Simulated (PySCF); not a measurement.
Match the calculated data to a structure.

All candidates are C5H13N.

- Dipole: 0.57 D [PBE0/def2-SVPD]
- UV, strongest line: among the 8 lowest singlet transitions: S7 at 7.59 eV (163 nm, f = 0.025) [TDDFT PBE0/def2-SVPD]
- Rotational structure: rotational constants A, B, C: 4.530, 2.683, 2.410 GHz [GFN2-xTB]
- UV, first state: lowest singlet excitation: 5.52 eV (225 nm, f = 0.004) [TDDFT PBE0/def2-SVPD]
- Triplet: lowest triplet excitation (Tamm–Dancoff): 5.41 eV [TDA PBE0/def2-SVPD]
- Polarisability: 71.7 au [PBE0/def2-SVPD]

Electronic properties: PySCF, gas phase, density fitting. Levels stand in brackets. One conformer (not necessarily the lowest) at the GFN2-xTB geometry, without solvent, vibrations or thermal averaging.

Question: Which candidate is it?
A. `CC[C@@H](C)CN`
B. `CC(C)N(C)C`
C. `CC(C)(C)CN`
D. `CCCNCC`
E. `CCCN(C)C`

Answer: B. It is `CC(C)N(C)C`. Numbering: `[CH3:1][CH:2]([CH3:3])[N:4]([CH3:5])[CH3:6]`. Its formula, C5H13N, gives 0 degrees of unsaturation, so no ring and no π bond. The optimised geometry has point group C1 and is an asymmetric top.

The others, at the same levels:
- `CCCNCC` fails: its computed lowest singlet excitation is 5.92 eV (209 nm, f = 0.004) (against 5.52 eV), lowest triplet excitation (Tamm–Dancoff) is 5.70 eV (against 5.41 eV) and rotational constant A is 8.377 GHz (against 4.530 GHz).
- `CC[C@@H](C)CN` fails: its computed lowest singlet excitation is 6.23 eV (199 nm, f = 0.010) (against 5.52 eV), lowest triplet excitation (Tamm–Dancoff) is 5.94 eV (against 5.41 eV) and rotational constant A is 4.936 GHz (against 4.530 GHz).
- `CC(C)(C)CN` fails: its computed lowest singlet excitation is 6.17 eV (201 nm, f = 0.007) (against 5.52 eV), lowest triplet excitation (Tamm–Dancoff) is 5.91 eV (against 5.41 eV) and smallest rotational constant is 2.572 GHz (against 2.410 GHz).
- `CCCN(C)C` fails: its computed lowest singlet excitation is 5.85 eV (212 nm, f = 0.024) (against 5.52 eV), lowest triplet excitation (Tamm–Dancoff) is 5.65 eV (against 5.41 eV) and strongest line among the 8 lowest singlet transitions is S4 at 7.01 eV (177 nm, f = 0.078) (against S7 at 7.59 eV).

Each candidate is one conformer, not necessarily the lowest. The conformers computed, where there is a choice (atom-mapped SMILES and torsion angles):
- `[CH3:1][CH:2]([CH3:3])[N:4]([CH3:5])[CH3:6]`: C1–C2–N4–C5 -75°
- `[CH3:1][CH2:2][CH2:3][NH:4][CH2:5][CH3:6]`: C1–C2–C3–N4 62°, C2–C3–N4–C5 180°, C3–N4–C5–C6 -179°
- `[CH3:1][CH2:2][C@@H:3]([CH3:4])[CH2:5][NH2:6]`: C1–C2–C3–C4 166°, C2–C3–C5–N6 176°, H–N6–C5–C3 179°, H–N6–C5–C3 -62°
- `[CH3:1][C:2]([CH3:3])([CH3:4])[CH2:5][NH2:6]`: C1–C2–C5–N6 63°, H–N6–C5–C2 -69°, H–N6–C5–C2 173°
- `[CH3:1][CH2:2][CH2:3][N:4]([CH3:5])[CH3:6]`: C1–C2–C3–N4 -168°, C2–C3–N4–C5 -71°
